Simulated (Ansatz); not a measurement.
Molecular dynamics, step by step

CH₄OSi (SMILES C=[SiH]O), closed shell, B3LYP-D4/def2-SVP (Ansatz 0.2.0). Settings (timestep in fs, temperature in K; T counts 15 degrees of freedom):

```yaml
hamiltonian: {xc: {name: B3LYP}, dispersion: d4}
md: {n_steps: 30, timestep: 0.25, temperature: 700, ensemble: nve, seed: 294, initial_velocities: maxwell_boltzmann}
```

Start (the SMILES describes the start alone):

| atom | x (Å) | y (Å) | z (Å) |
| --- | --- | --- | --- |
| C1 | -1.2369 | 0.2645 | -0.5124 |
| Si2 | 0.3184 | 0.2146 | 0.2801 |
| O3 | 1.2956 | -1.0724 | 0.0960 |
| H4 | -1.5929 | -0.5357 | -1.1360 |
| H5 | -1.8916 | 1.1100 | -0.4111 |
| H6 | 0.9679 | 1.1786 | 1.1531 |
| H7 | 2.1395 | -1.1596 | 0.5301 |

| step | time (fs) | potential energy less the start (meV) | kinetic energy (meV) | T (K) |
| --- | --- | --- | --- | --- |
| 0 | 0.00 | 0.0 | 452.4 | 700 |
| 2 | 0.50 | 4.2 | 448.2 | 694 |
| 4 | 1.00 | 29.0 | 423.7 | 656 |
| 6 | 1.50 | 62.0 | 390.9 | 605 |
| 8 | 2.00 | 90.9 | 362.1 | 560 |
| 10 | 2.50 | 111.8 | 341.1 | 528 |
| 12 | 3.00 | 129.2 | 323.6 | 501 |
| 14 | 3.50 | 149.0 | 303.7 | 470 |
| 16 | 4.00 | 172.1 | 280.7 | 434 |
| 18 | 4.50 | 194.3 | 258.6 | 400 |
| 20 | 5.00 | 209.4 | 243.6 | 377 |
| 22 | 5.50 | 213.4 | 239.6 | 371 |
| 24 | 6.00 | 206.6 | 246.3 | 381 |
| 26 | 6.50 | 193.5 | 259.2 | 401 |
| 28 | 7.00 | 181.5 | 271.1 | 420 |
| 30 | 7.50 | 177.9 | 274.6 | 425 |

Step 6, positions (Å) and forces (eV/Å):

| atom | x | y | z | Fx | Fy | Fz |
| --- | --- | --- | --- | --- | --- | --- |
| C1 | -1.241 | 0.261 | -0.506 | 0.660 | 0.065 | 0.166 |
| Si2 | 0.323 | 0.216 | 0.279 | -1.835 | 0.503 | -0.673 |
| O3 | 1.296 | -1.072 | 0.100 | -1.799 | -0.500 | -1.241 |
| H4 | -1.612 | -0.542 | -1.189 | 0.457 | 0.411 | 0.540 |
| H5 | -1.921 | 1.138 | -0.456 | 0.492 | -0.362 | 0.175 |
| H6 | 0.934 | 1.213 | 1.191 | -0.188 | 0.091 | -0.058 |
| H7 | 2.127 | -1.209 | 0.472 | 2.213 | -0.206 | 1.091 |

Step 10, positions (Å) and forces (eV/Å):

| atom | x | y | z | Fx | Fy | Fz |
| --- | --- | --- | --- | --- | --- | --- |
| C1 | -1.243 | 0.258 | -0.501 | 0.060 | 0.111 | -0.342 |
| Si2 | 0.326 | 0.217 | 0.278 | -1.740 | 0.772 | -0.460 |
| O3 | 1.296 | -1.073 | 0.102 | -1.309 | -0.508 | -0.935 |
| H4 | -1.620 | -0.543 | -1.219 | 0.700 | 0.790 | 0.966 |
| H5 | -1.936 | 1.154 | -0.484 | 0.905 | -0.823 | 0.257 |
| H6 | 0.910 | 1.238 | 1.217 | -0.276 | -0.217 | -0.292 |
| H7 | 2.142 | -1.244 | 0.445 | 1.659 | -0.126 | 0.806 |

Step 18, positions (Å) and forces (eV/Å):

| atom | x | y | z | Fx | Fy | Fz |
| --- | --- | --- | --- | --- | --- | --- |
| C1 | -1.248 | 0.254 | -0.493 | -0.137 | 0.219 | -0.719 |
| Si2 | 0.329 | 0.220 | 0.276 | -1.614 | 1.121 | -0.166 |
| O3 | 1.293 | -1.075 | 0.104 | 1.573 | -1.164 | 0.180 |
| H4 | -1.616 | -0.521 | -1.249 | 0.772 | 0.726 | 1.105 |
| H5 | -1.939 | 1.160 | -0.531 | 1.067 | -0.928 | 0.457 |
| H6 | 0.853 | 1.279 | 1.258 | -0.309 | -0.639 | -0.591 |
| H7 | 2.203 | -1.314 | 0.407 | -1.351 | 0.664 | -0.266 |

Last step (30):

C1  (-1.253, 0.248, -0.483)
Si2  (0.329, 0.227, 0.273)
O3  (1.296, -1.083, 0.107)
H4  (-1.561, -0.453, -1.231)
H5  (-1.878, 1.120, -0.569)
H6  (0.748, 1.296, 1.278)
H7  (2.203, -1.370, 0.337)
(Å)

The run took about 90 s on 2 CPU threads of an Intel Xeon (shared host).
